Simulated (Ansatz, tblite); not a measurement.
Cost and result up the ladder for B3H⁻ (4 atoms). Charge -1, multiplicity 2. Geometry: PBE-D4/def2-TZVPD.

```xyz
4

B    -0.2335    0.0726   -1.2255
B     0.8375   -0.7900   -0.5642
B    -0.1713    0.1847    0.3319
H    -0.4327    0.5327    1.4578
```

Ansatz on 4 threads of Arm Neoverse V2 on a shared host; xTB runs through tblite on one thread. Times are rough, summed over both states, and most runs start from the orbitals of an earlier one. ωB97M-V/def2-TZVPD serves as the yardstick here, not as an exact answer. The other state is a quartet at its own geometry.

The xTB rows come from tblite. Correlated methods freeze 3 core orbitals. The structure comes from a short search, and lower isomers may exist.

Run but left out: HF/STO-3G, HF/def2-TZVPD, HF/def2-TZVPPD, MP2/def2-TZVPD, MP2/def2-TZVPPD (doublet: ⟨S²⟩ 1.12 to 1.31, where a pure state has 0.75).

Correlated methods converge slowly with the basis.

xTB has no spin-polarisation term.

| level | functions | wall time | quartet − doublet (eV) | difference from ωB97M-V/def2-TZVPD (eV) | remarks |
| --- | --- | --- | --- | --- | --- |
| GFN1-xTB | 14 | 0.002 s | 2.42 | 0.51 | – |
| GFN2-xTB | 13 | 0.002 s | 2.42 | 0.51 | – |
| B2PLYP/def2-TZVPD | 120 | 3.8 s | 2.03 | 0.13 | spin-contaminated (⟨S²⟩ 0.83) (doublet) |
| BHLYP-D4/def2-TZVPD (with forces) | 120 | 4.1 s | 1.75 | -0.15 | – |
| revPBE-D4/def2-TZVPD | 120 | 4.3 s | 1.94 | 0.03 | HOMO above zero (doublet), HOMO above zero (quartet) |
| PBE-D4/def2-TZVPD | 120 | 4.4 s | 2.01 | 0.10 | HOMO above zero (doublet), HOMO above zero (quartet) |
| PBE0-D4/def2-TZVPD | 120 | 4.4 s | 1.86 | -0.04 | HOMO above zero (quartet) |
| RPA@PBE/def2-TZVPD | 120 | 5.1 s | 1.98 | 0.07 | – |
| r2SCAN-D4/def2-TZVPD | 120 | 6.8 s | 1.87 | -0.03 | HOMO above zero (doublet), HOMO above zero (quartet) |
| CCSD(T)/def2-TZVPPD | 128 | 9.2 s | 2.03 | 0.13 | large T1 (0.067) (doublet), spin-contaminated (⟨S²⟩ 1.12) (doublet) |
| ωB97M-V/def2-TZVPD | 120 | 13 s | 1.90 | 0.00 | – |
